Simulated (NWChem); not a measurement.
# C2H3F; SMILES C=CF

All runs: NWChem. All runs use the structure optimised with B3LYP/6-31G* (spherical d).

Diagonal of the polarisability tensor at PBE/def2-SVPD, static: 27.87, 34.83, 21.01 bohr³.

Question: Find the mean polarisability volume, the molar refraction, and the refractive index that an ideal gas of it would have at 273.15 K and 1 atm.

Answer: 
1. Mean: one third of the trace = 27.90 bohr³ × 0.14818 Å³/bohr³ = 4.13 Å³.
2. Molar refraction (Lorentz-Lorenz): (4π/3) N_A α = 10.4 cm³/mol.
3. Number density p/kT = 2.687 × 10⁻⁵ Å⁻³; n − 1 = 2π N α = 6.98 × 10⁻⁴.
4. These hold the electronic response alone: vibrational and orientational terms add to the static dielectric constant.
